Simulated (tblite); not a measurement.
Compound: C₄H₇N₂ (doublet state).
SMILES with atom numbers: `[H]/[C:1]=[CH:2]\[C:3](=[N:4]\[H])[CH2:5][NH2:6]` (hydrogens: H7 on C1; H8 on C2; H9 on N4; H10, H11 on C5; H12, H13 on N6)

Structure optimised with GFN2-xTB, isolated species. This method treats the open shell by occupation alone, without spin polarisation.

Task: List the bond lengths, angles and torsions at this level.

Result: 
```
          bond  length (bohr)   order
         C1=C2          2.448  double
         C2–C3          2.810  single
         C3=N4          2.373  double
         C3–C5          2.863  single
         C5–N6          2.744  single
         C1–H7          2.014  single
         C2–H8          2.049  single
         N4–H9          1.922  single
C5–H10, C5–H11          2.077  single
N6–H12, N6–H13          1.916  single
```

Bonds in one row agree within 0.02 bohr and their mean is given. Orders are formal, as drawn. A selection of angles:
```
     angle  degrees
  C2–C1–H7    139.3
  C1–C2–C3    127.7
  C1–C2–H8    120.9
  C3–C2–H8    111.4
  C2–C3–N4    117.5
  C2–C3–C5    116.4
  N4–C3–C5    126.1
  C3–N4–H9    114.8
  C3–C5–N6    110.1
 C3–C5–H10    108.5
 C3–C5–H11    107.6
 N6–C5–H10    114.1
 N6–C5–H11    108.4
H10–C5–H11    107.8
 C5–N6–H12    110.9
 C5–N6–H13    110.5
H12–N6–H13    108.1
```

Dihedral angles: C1–C2–C3–N4 177° (antiperiplanar); C2–C3–C5–N6 -170° (antiperiplanar); H9–N4–C3–C2 -178° (antiperiplanar). The mirror-image conformer, all signs reversed, is as good.

C3 (carbon bonded to 2 C and N) is planar (angles 126.1°, 117.5° and 116.4°, sum 360.0°, 0.00 Å off the plane of its three neighbours). C2 (carbon bonded to 2 C and H) is planar (angles 127.7°, 120.9° and 111.4°, sum 360.0°, 0.00 Å off the plane of its three neighbours). H9 on N4 lies 2.34 Å from N6, 4 bonds away (angle at H 105°; Bondi radii sum to 2.75 Å). N6 (nitrogen bonded to C and 2 H) is pyramidal (angles 110.9°, 110.5° and 108.1°, sum 329.5°, 0.37 Å off the plane of its three neighbours). Of the pairs four or more bonds apart, those above aside, C1···H10 is among the closest relative to their van der Waals radii: 2.74 Å, 94 % of the sum of Bondi's values. C1 (carbon bonded to C and H) is bent (angle 139.3°). The C–N distances run from 1.256 Å (C3=N4, drawn double) to 1.452 Å (C5–N6, drawn single), a spread of 0.196 Å.

Its GFN2-xTB frequencies are all real (lowest 87 cm⁻¹). Torsions: C1–C2–C3–N4 177°, C2–C3–C5–N6 -170°, C3–C5–N6–H -169° and 71°. 3 starts were optimised and ended at 0.00, 0.01 and 3.32 kcal/mol (GFN2-xTB); the lowest of these is shown.

All values are computed, not measured.
